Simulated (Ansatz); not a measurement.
Species: C$_{3}$H$_{9}$FSi, charge 0, multiplicity 1. SMILES: C[Si](C)(F)C
Geometry: optimised at B3LYP-D3(BJ)/def2-TZVP (Ansatz, a quantum-chemistry and plane-wave program).

B3LYP/6-31G* beside other levels, property by property. Set-up: dispersion terms only where a functional's name holds one; atomisation electronic, to ground-state atoms; non-relativistic; open shells spin-unrestricted; six Cartesian d functions in 6-31G* and its kin unless marked 5d; frozen cores in correlated levels; spin-orbit terms left out. Basis-set limits of correlation are two-point, X^-3; Hartree-Fock from the larger set. First-principles rows: single points at B3LYP-D3(BJ) geometries (Ansatz), with unscaled harmonic terms from B3LYP/6-31G* (Ansatz) at its own minima, enthalpies of formation by atomisation with measured atoms.

Coupled cluster (Ansatz) is a level with limits of its own, used here on species with T1 under 0.025 (0.045 for open shells) and stable references: CCSD(T)/CBS(cc-pV(T+d)Z,cc-pV(Q+d)Z).

```json
[
 {"property": "C-Si bond dissociation enthalpy at 298 K, to [CH3] (CH3) + C[Si](C)F (kcal/mol)", "B3LYP/6-31G* (Ansatz)": "90.3", "HF/STO-3G (Ansatz)": "95.8", "MP2/6-31G* (Ansatz)": "93.7", "B2PLYP-D3(BJ)/def2-TZVPD (Ansatz + dftd3)": "92.0", "to compare with": "95.9 coupled cluster"},
 {"property": "enthalpy of formation at 298 K (kcal/mol)", "B3LYP/6-31G* (Ansatz)": "-119.6", "HF/STO-3G (Ansatz)": "-49.6", "MP2/6-31G* (Ansatz)": "-31.8", "B2PLYP-D3(BJ)/def2-TZVPD (Ansatz + dftd3)": "-122.0", "to compare with": "-136.4 coupled cluster"},
 {"property": "atomisation energy (kcal/mol)", "B3LYP/6-31G* (Ansatz)": "1285.2", "HF/STO-3G (Ansatz)": "1215.3", "MP2/6-31G* (Ansatz)": "1197.4", "B2PLYP-D3(BJ)/def2-TZVPD (Ansatz + dftd3)": "1287.6", "to compare with": "1302.1 coupled cluster"}
]
```

As the rows show:
- C-Si bond dissociation enthalpy at 298 K, to [CH3] (CH3) + C[Si](C)F: B3LYP/6-31G* lies 5.6 kcal/mol below coupled cluster.
- enthalpy of formation at 298 K: B3LYP/6-31G* lies 16.8 kcal/mol above coupled cluster.
- atomisation energy: B3LYP/6-31G* lies 16.9 kcal/mol below coupled cluster.

The properties are those with a value to compare with, at most eight drawn at random. No case is left out for the size of its miss. Left out are saddle points of the reference geometry, anions that the best level run finds unbound, excited spin states, species near biochemistry, 298 K rows of species without real B3LYP wavenumbers, cases with under five habitual levels, runs that failed or that the program found above a lower state of the same kind, table entries that another table contradicts, and a share of species set aside by lot.
